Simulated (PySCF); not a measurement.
A GIAO shielding run with PySCF (density fitting, non-relativistic, gas phase) on magnesium dihydride ([MgH2], H2Mg):

```
$ OMP_NUM_THREADS=1 python probes_run.py task.json out

{"job": {"kind": "nmr", "xc": "PBE0", "basis": "aug-cc-pVDZ", "pop": true}, "charge": 0, "multiplicity": 1}
Mg     0.001719    -0.034574    -0.014797
H     -1.703436    -0.029422    -0.017591
H      1.708277    -0.038294    -0.012612
```

Hardware: 1 thread of an Intel Xeon Platinum 8375C, shared host. The job also computes population analyses, field gradients.

**Question.** How large is the calculation?

**Answer.** 14 electrons, 45 basis functions and 162 auxiliary functions.

**Question.** How long does it take, and how much memory does it need?

**Answer.** 1.6 s of wall time, with 8 SCF cycles and 4 response iterations; peak memory 0.27 GiB. Times on a shared host scatter by some tens of per cent.

**Question.** And these other runs on the same molecule and hardware: GIAO shielding at PBE0/cc-pVDZ; GIAO shielding at PBE0/cc-pVTZ; GIAO shielding at PBE0/pcSseg-0; GIAO shielding at PBE0/pcSseg-3?

**Answer.** PBE0/cc-pVDZ: 28 functions, 1.2 s; PBE0/cc-pVTZ: 62 functions, 2.6 s; PBE0/pcSseg-0: 14 functions, 0.8 s; PBE0/pcSseg-3: 113 functions, 3.3 s.
